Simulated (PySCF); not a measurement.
## Electric properties by functional and basis

Compound: lithium fluoride, LiF.
Structure used (PBE0-D3(BJ)/def2-SVP), in Å, numbered top down from 1:
```
atom  x, y, z in Å
Li1    0.7911   -0.0650   -0.0013
F2    -0.7414   -0.0227   -0.0209
```

PySCF, dipoles from the SCF density, polarisabilities from static response with core orbitals frozen. Geometry: PBE0-D3(BJ)/def2-SVP; no solvent, vibrations or thermal averaging.

Reference dipole: 6.284 D (measured, gas; NIST CCCBDB Release 22 (SRD 101), experimental dipoles). Reference dipole: 6.288 D (computed, CCSD(T)/CBS, all electrons, equilibrium geometry, gas; Hait, Head-Gordon, J. Chem. Theory Comput. 14 (2018) 1969). Reference dipole: 6.327 D (measured, gas; Liu, Meijer, Perez-Rios, Phys. Chem. Chem. Phys. 22 (2020) 24191). Errors are taken against the first value of each kind. The anisotropy is √(½[(α1 − α2)² + (α2 − α3)² + (α3 − α1)²]).

```csv
level,μ (D),error (%),α (Å³),anisotropy (Å³)
LDA/def2-SVPD,6.015,-4.3,1.53,0.16
PBE/def2-SVPD,6.021,-4.2,1.57,0.15
B3LYP/def2-SVPD,6.115,-2.7,1.39,0.12
PBE0/def2-SVPD,6.142,-2.3,1.34,0.10
BHandHLYP/def2-SVPD,6.221,-1.0,1.20,0.09
CAM-B3LYP/def2-SVPD,6.141,-2.3,1.35,0.11
wB97X-D/def2-SVPD,6.227,-0.9,1.32,0.05
LC-wPBE/def2-SVPD,6.165,-1.9,1.33,0.08
HF/def2-SVPD,6.376,+1.5,1.02,0.03
PBE0/def2-SVP,5.537,-11.9,0.99,0.42
PBE0/6-31G*,5.624,-10.5,1.19,0.01
PBE0/6-31+G*,6.229,-0.9,1.21,0.20
PBE0/def2-TZVP,6.068,-3.4,1.01,0.29
PBE0/aug-cc-pVDZ,6.141,-2.3,1.40,0.04
PBE0/def2-TZVPD,6.104,-2.9,1.40,0.06
PBE0/aug-cc-pVTZ,6.085,-3.2,1.47,0.03
```

For the dipole, the smallest error is 0.9% (PBE0/6-31+G* and wB97X-D/def2-SVPD) and the largest 11.9% (PBE0/def2-SVP). The dipole runs from 5.54 D (PBE0/def2-SVP) to 6.38 D (HF/def2-SVPD). No reference polarisability is at hand; against PBE0 in the largest diffuse basis at hand (aug-cc-pVTZ) the other PBE0 rows deviate by def2-SVP -33%, 6-31G* -19%, def2-SVPD -9%, 6-31+G* -18%, def2-TZVP -31%, aug-cc-pVDZ -5%, def2-TZVPD -5%. In one basis (def2-SVPD) the functionals order the polarisability from HF (lowest) to PBE (highest), a spread of 54%. With PBE0 the polarisability is 1.06 Å³ without diffuse functions (mean of def2-SVP, 6-31G* and def2-TZVP) and 1.37 Å³ with them (mean of def2-SVPD, 6-31+G*, aug-cc-pVDZ, def2-TZVPD and aug-cc-pVTZ). Measured values can belong to vibrating molecules; the computed ones are for one fixed geometry.
